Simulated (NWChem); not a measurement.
# doublet CH5N+: levels of theory compared

Wanted: a comparison of 5 runs (UB3LYP/aug-cc-pVDZ, UBHLYP/aug-cc-pVDZ, UCAM-B3LYP/aug-cc-pVDZ, UM06-2X/aug-cc-pVDZ, UPBE0/aug-cc-pVDZ) of doublet CH5N+. 

Program for the calculation: NWChem 7.3.0.

### 1 The molecule

CH5N+: 7 atoms, total charge +1, spin state doublet. As SMILES of the parent species, `CN`. The coordinates come from a PBE0-D4/def2-TZVP relaxation. That shape belongs to the parent species and isn't relaxed for this state.

Bond lengths: C1–N2 1.453 Å, C1–H3 1.100 Å, C1–H4 1.092 Å, C1–H5 1.092 Å, N2–H6 1.012 Å, N2–H7 1.012 Å. Angles: C1–N2–H6 110.6°, C1–N2–H7 110.6°, N2–C1–H3 115.4°, N2–C1–H4 109.4°, N2–C1–H5 109.4°, H6–N2–H7 106.7°, H3–C1–H4 107.7°, H3–C1–H5 107.7°, H4–C1–H5 106.9°.

### 2 The energy at UB3LYP/aug-cc-pVDZ (run 1)

The input, test.nw:

```
echo
start test
title "CH5N"
memory total 2200 mb
charge 1

geometry units angstroms noautosym nocenter noautoz
   C       -0.473800      -0.138400      -0.281500
   N        0.801600       0.390900       0.170500
   H       -0.984400      -0.806400       0.427500
   H       -0.327200      -0.690700      -1.212500
   H       -1.150500       0.689300      -0.505500
   H        1.448000      -0.360600       0.373500
   H        0.686300       0.915800       1.027900
end

basis spherical bse
   * library aug-cc-pVDZ
end

dft
   xc b3lyp
   mult 2
   grid fine
   convergence energy 1e-08
   iterations 100
   mulliken
   print medium
end

task dft
```

Launch:

```
$ nwchem test.nw > test.out
```

Log:

```text
[...]
          Wavefunction type:  spin polarized.
          No. of atoms     :     7
          No. of electrons :    17
[...]
          Charge           :     1
          Spin multiplicity:     2
[...]
          AO basis - number of functions:    91
[...]
              XC Information
              --------------
                         B3LYP Method XC Potential
                     Hartree-Fock (Exact) Exchange  0.200
                        Slater Exchange Functional  0.800 local
                    Becke 1988 Exchange Functional  0.720 non-local
              Lee-Yang-Parr Correlation Functional  0.810
                  VWN I RPA Correlation Functional  0.190 local
[...]
 d= 0,ls=0.0,diis     1    -95.4230412458 -1.38D+02  7.29D-03  2.16D-01     2.1
[...]
 d= 0,ls=0.0,diis    11    -95.5198079197 -5.37D-09  8.41D-08  3.39D-11    19.6
[...]
         Total DFT energy =      -95.519807919697
      One electron energy =     -206.005873781529
           Coulomb energy =       82.230277554567
    Exchange-Corr. energy =      -13.885093343309
 Nuclear repulsion energy =       42.140881650574
[...]
      Total Density - Mulliken Population Analysis
     ---------------------------------------------
    Atom       Charge   Shell Charges
 -----------   ------   -------------------------------------------------------
    1 C    6     4.91   2.02  0.68  0.10  0.06  2.14 -0.00 -0.04  0.06 -0.10
    2 N    7     6.78   2.01  0.78  0.69 -0.04  2.37  0.90  0.00  0.03  0.04
    3 H    1     1.08   0.72  0.38  0.00  0.03 -0.05
    4 H    1     1.20   0.75  0.44  0.00  0.03 -0.03
    5 H    1     1.20   0.75  0.44  0.00  0.03 -0.03
    6 H    1     0.92   0.73  0.16  0.00  0.05 -0.03
    7 H    1     0.92   0.73  0.16  0.00  0.05 -0.03
[...]
      <S2> =      0.7540 (Exact =     0.7500)
[...]
```

It took 20 s on 1 thread of AMD EPYC 7R13 (Zen 3), shared host; peak memory 0.11 GiB.

### 3 A single-point energy at UBHLYP/aug-cc-pVDZ (run 2)

The input, geom.nw:

```
start geom
title "CH5N energy"
memory total 2200 mb
charge 1

geometry units angstrom noautosym nocenter noautoz
C     -0.473800    -0.138400    -0.281500
N      0.801600     0.390900     0.170500
H     -0.984400    -0.806400     0.427500
H     -0.327200    -0.690700    -1.212500
H     -1.150500     0.689300    -0.505500
H      1.448000    -0.360600     0.373500
H      0.686300     0.915800     1.027900
end

basis spherical bse
* library aug-cc-pVDZ
end

dft
xc bhlyp
mult 2
grid fine
convergence energy 1e-08
iterations 100
mulliken
print medium
end

task dft energy
```

Launch:

```
$ nwchem geom.nw > geom.out
```

Log:

```text
[...]
          Wavefunction type:  spin polarized.
          No. of atoms     :     7
          No. of electrons :    17
[...]
          Charge           :     1
          Spin multiplicity:     2
[...]
          AO basis - number of functions:    91
[...]
              XC Information
              --------------
                        BHLYP Method XC Functional
                     Hartree-Fock (Exact) Exchange  0.500
                        Slater Exchange Functional  0.500 local
                    Becke 1988 Exchange Functional  0.500 non-local
              Lee-Yang-Parr Correlation Functional  1.000
[...]
 d= 0,ls=0.0,diis     1    -95.3526720180 -1.37D+02  4.93D-03  2.06D-01     2.1
[...]
 d= 0,ls=0.0,diis    11    -95.4590618440 -4.06D-09  3.73D-07  3.61D-10    19.3
[...]
         Total DFT energy =      -95.459061844034
      One electron energy =     -205.953955284333
           Coulomb energy =       82.190142068540
    Exchange-Corr. energy =      -13.836130278815
 Nuclear repulsion energy =       42.140881650574
[...]
      Total Density - Mulliken Population Analysis
     ---------------------------------------------
    Atom       Charge   Shell Charges
 -----------   ------   -------------------------------------------------------
    1 C    6     5.04   2.01  0.67  0.10  0.05  2.10  0.15 -0.03  0.07 -0.09
    2 N    7     6.87   2.01  0.78  0.70 -0.04  2.34  1.00  0.01  0.03  0.04
    3 H    1     1.04   0.72  0.34  0.00  0.03 -0.04
    4 H    1     1.14   0.75  0.39  0.00  0.03 -0.03
    5 H    1     1.14   0.75  0.39  0.00  0.03 -0.03
    6 H    1     0.88   0.72  0.13  0.00  0.05 -0.03
    7 H    1     0.88   0.72  0.13  0.00  0.05 -0.03
[...]
      <S2> =      0.7561 (Exact =     0.7500)
[...]
```

Wall time 20 s (1 thread of AMD EPYC 7R13 (Zen 3), shared host); peak memory 0.11 GiB.

### 4 The energy at UCAM-B3LYP/aug-cc-pVDZ (run 3)

The input, struct.nw:

```
START struct
memory total 2200 mb
charge 1
GEOMETRY units atomic noautosym nocenter noautoz
   C   -0.89535224  -0.26153810  -0.53195790
   N    1.51480446   0.73869394   0.32219830
   H   -1.86024640  -1.52387515   0.80785792
   H   -0.61831839  -1.30523383  -2.29129293
   H   -2.17412991   1.30258822  -0.95525656
   H    2.73632343  -0.68143524   0.70581271
   H    1.29691904   1.73061118   1.94244948
END
BASIS spherical bse
   * library aug-cc-pVDZ
END
DFT
   xc xcamb88 1.00 lyp 0.81 vwn_5 0.19 hfexch 1.00
   cam 0.33 cam_alpha 0.19 cam_beta 0.46
   mult 2
   grid fine
   convergence energy 1e-08
   direct
   maxiter 100
   mulliken
END
TASK dft energy
```

Launch:

```
$ nwchem struct.nw > struct.out
```

Log:

```text
[...]
          Wavefunction type:  spin polarized.
          No. of atoms     :     7
          No. of electrons :    17
[...]
          Charge           :     1
          Spin multiplicity:     2
[...]
          AO basis - number of functions:    91
[...]
              XC Information
              --------------
                     Hartree-Fock (Exact) Exchange  1.000
                   CAM-Becke88 Exchange Functional  1.000
                      VWN V Correlation Functional  0.190 local
              Lee-Yang-Parr Correlation Functional  0.810
[...]
 d= 0,ls=0.0,diis     1    -95.3643368389 -1.38D+02  6.43D-03  2.13D-01     5.3
[...]
 d= 0,ls=0.0,diis    11    -95.4615573996 -6.73D-09  3.98D-07  3.37D-10    54.5
[...]
         Total DFT energy =      -95.461557399625
      One electron energy =     -205.985522434452
           Coulomb energy =       82.205353424992
    Exchange-Corr. energy =      -13.822267000215
 Nuclear repulsion energy =       42.140878610051
[...]
      Total Density - Mulliken Population Analysis
     ---------------------------------------------
    Atom       Charge   Shell Charges
 -----------   ------   -------------------------------------------------------
    1 C    6     4.94   2.02  0.67  0.10  0.06  2.14  0.02 -0.04  0.06 -0.09
    2 N    7     6.77   2.01  0.78  0.68 -0.04  2.37  0.90  0.00  0.03  0.04
    3 H    1     1.09   0.71  0.39  0.00  0.03 -0.05
    4 H    1     1.19   0.74  0.45  0.00  0.03 -0.03
    5 H    1     1.19   0.74  0.45  0.00  0.03 -0.03
    6 H    1     0.91   0.73  0.16  0.00  0.05 -0.03
    7 H    1     0.91   0.73  0.16  0.00  0.05 -0.03
[...]
      <S2> =      0.7545 (Exact =     0.7500)
[...]
```

Wall time 55 s (1 thread of AMD EPYC 7R13 (Zen 3), shared host); peak memory 0.11 GiB.

Run 4 isn't shown in full; the table further down has it.

### 5 The energy at UPBE0/aug-cc-pVDZ (run 5)

The input, mol.xyz:

```xyz
7
CH5N energy
C     -0.473800    -0.138400    -0.281500
N      0.801600     0.390900     0.170500
H     -0.984400    -0.806400     0.427500
H     -0.327200    -0.690700    -1.212500
H     -1.150500     0.689300    -0.505500
H      1.448000    -0.360600     0.373500
H      0.686300     0.915800     1.027900
```

The input, run.py:

```python
from ase.io import read
from ase.calculators.nwchem import NWChem

system = read('mol.xyz')

calc = NWChem(
    label='mol',
    theory='dft',
    memory='2200 mb',
    basis='aug-cc-pVDZ',
    basispar='spherical bse',
    charge=1,
    dft={'xc': 'pbe0', 'mult': '2', 'grid': 'fine', 'convergence': 'energy 1e-08', 'iterations': '100', 'mulliken': None},
    task='energy',
)
system.calc = calc

print("Total energy (eV):", round(system.get_potential_energy(), 6))
```

Launch:

```
$ export ASE_NWCHEM_COMMAND="nwchem PREFIX.nwi > PREFIX.nwo"
$ python run.py
```

Log:

```text
Total energy (eV): -2596.058831
```

The calculator wrote mol.nwi:

```
title "mol"

permanent_dir mol

scratch_dir mol

start mol

geometry units angstrom nocenter noautosym noautoz
  C  -4.7380000000000000e-01 -1.3840000000000000e-01 -2.8149999999999997e-01
  N  8.0159999999999998e-01 3.9090000000000003e-01 1.7050000000000001e-01
  H  -9.8440000000000005e-01 -8.0640000000000001e-01 4.2749999999999999e-01
  H  -3.2719999999999999e-01 -6.9069999999999998e-01 -1.2124999999999999e+00
  H  -1.1505000000000001e+00 6.8930000000000002e-01 -5.0549999999999995e-01
  H  1.4480000000000000e+00 -3.6059999999999998e-01 3.7350000000000000e-01
  H  6.8630000000000002e-01 9.1579999999999995e-01 1.0279000000000000e+00
end

charge 1

memory 2200 mb

basis spherical bse noprint
   * library aug-cc-pVDZ
end

dft
  xc pbe0
  mult 2
  grid fine
  convergence energy 1e-08
  iterations 100
  mulliken
end

task dft energy
```

mol.nwo:

```text
Northwest Computational Chemistry Package (NWChem) 7.3.0
             --------------------------------------------------------

           Job information
           ---------------

    nwchem branch   = 7.3.0
    use scalapack   = T
    input           = mol.nwi
    prefix          = mol.
    data base       = mol/mol.db
    status          = startup
    nproc           =        1

           Memory information
           ------------------

    heap     =     72089600 doubles =      550.0 Mbytes
    stack    =     72089597 doubles =      550.0 Mbytes
    global   =    144179200 doubles =     1100.0 Mbytes (distinct from heap & stack)
    total    =    288358397 doubles =     2200.0 Mbytes
    verify   = yes
    hardfail = no

           Directory information
           ---------------------

  0 permanent = mol
  0 scratch   = mol

                                NWChem Input Module
                                -------------------

                                        mol
                                        ---

[... 27 lines left out ...]
            Nuclear Dipole moment (a.u.)
[... 67 lines left out ...]
  convergence criterion.
[... 16 lines left out ...]
          Convergence on density requested:  1.00D-05
[... 22 lines left out ...]
          Spatial weights used:  Erf1
[... 3 lines left out ...]
          Convergence aids based upon iterative change in
[... 88 lines left out ...]
         Total DFT energy =      -95.403403160398
[... 1 line left out ...]
           Coulomb energy =       82.217653324592
[... 1 line left out ...]
 Nuclear repulsion energy =       42.140881650574
[... 646 lines left out ...]
                     DFT Final Beta Molecular Orbital Analysis
[... 731 lines left out ...]
   alpha     81     82     83     84     85     86     87     88     89     90
    beta     81     82     83     84     85     86     87     88     89     90
 overlap   0.997  0.996  0.998  0.993  0.997  0.990  0.980  0.999  0.993  0.999

   alpha     91
    beta     91
 overlap   1.000

     --------------------------
     Expectation value of S2:
     --------------------------
      <S2> =      0.7546 (Exact =     0.7500)

 center of mass
 --------------
 x =   0.31709697 y =   0.21662274 z =  -0.05349231

 moments of inertia (a.u.)
 ------------------
          32.192790221410         -17.545814050921         -19.568181990173
         -17.545814050921          72.442212530005          -8.784570764852
         -19.568181990173          -8.784570764852          72.767378226180

     Multipole analysis of the density
     ---------------------------------

     L   x y z        total         alpha         beta         nuclear
     -   - - -        -----         -----         ----         -------
     0   0 0 0      1.000000     -9.000000     -8.000000     18.000000

     1   1 0 0      0.549163     -2.585403     -1.477499      4.612065
[... 8 lines of this table left out ...]
     2   0 0 2     -6.867339    -10.685622     -9.692727     13.511010

 Task  times  cpu:       19.8s     wall:       19.8s
 Total times  cpu:       19.9s     wall:       19.9s
```

It took 21 s on 1 thread of AMD EPYC 7R13 (Zen 3), shared host; peak memory 0.12 GiB.

### 6 The series

| run | level | energy (Eh) | HOMO energy (eV) | LUMO energy (eV) | ⟨S²⟩ | wall time |
| --- | --- | --- | --- | --- | --- | --- |
| 1 | UB3LYP/aug-cc-pVDZ | -95.519808 | -16.97 | -12.63 | 0.754 | 20 s |
| 2 | UBHLYP/aug-cc-pVDZ | -95.459062 | -18.79 | -10.75 | 0.756 | 20 s |
| 3 | UCAM-B3LYP/aug-cc-pVDZ | -95.461557 | -18.70 | -11.04 | 0.754 | 55 s |
| 4 | UM06-2X/aug-cc-pVDZ | -95.460235 | -18.56 | -10.90 | 0.755 | 28 s |
| 5 | UPBE0/aug-cc-pVDZ | -95.403403 | -17.25 | -12.15 | 0.755 | 21 s |

### 7 Summary of results

| quantity | value |
| --- | --- |
| run 5: total energy | -95.40340 Eh |
| run 5: HOMO energy (highest over α and β) | -17.25 eV |
| run 5: LUMO energy (lowest over α and β) | -12.15 eV |
| run 5: ⟨S²⟩ | 0.755 |

Totals of different functionals can't be ranked against each other. All runs together took 2.4 min, the longest 55 s.
